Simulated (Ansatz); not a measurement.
This geometry of BH3O + H2S (8 atoms, charge 0, multiplicity 1) is a first-order saddle point.

These are results of Ansatz 0.2.0, RKS PBE/def2-SVP, not measurements.

```xyz
8
Properties=species:S:1:pos:R:3
B 0.085 0.221 0.283
O -0.195 -0.269 1.705
H -1.052 -0.735 1.734
H 1.235 0.049 -0.070
H -0.821 0.007 -0.509
S -0.130 2.228 0.803
H 1.146 2.429 1.239
H -0.375 1.098 1.835
```

**Question.** Which two structures does it join? (They come from a converged band through this point; their orientation in space is the band's.)

**Answer.** Bonds broken: S6–H8. Bonds formed: B1–S6, O2–H8. BH3O + H2S becomes BH5OS.

First end point:

```xyz
8
Properties=species:S:1:pos:R:3
B 0.006 -0.243 0.296
O -0.443 -0.977 1.354
H -1.403 -1.138 1.302
H 1.208 -0.043 0.265
H -0.732 0.063 -0.627
S -0.186 2.596 1.358
H 0.971 2.709 0.651
H 0.473 2.062 2.422
```

Last end point:

```xyz
8
Properties=species:S:1:pos:R:3
B 0.092 0.447 0.228
O -0.203 -0.263 1.775
H -1.069 -0.717 1.721
H 1.207 0.069 -0.073
H -0.851 0.057 -0.445
S -0.090 2.288 0.612
H 1.200 2.546 0.971
H -0.393 0.601 2.231
```

**Question.** How far does it lie above each of them?

**Answer.** 0.58 eV above the first and 0.42 eV above the second. This is the barrier of this one path; another mechanism may lie lower. The orbitals stay closed-shell, which can raise the energy where a bond breaks towards radicals; this wasn't checked here.

Run time: 3.9 min on 1 thread of AMD EPYC 7R43 64-Core Processor (Zen 3), on a shared host, peak memory 0.13 GiB.
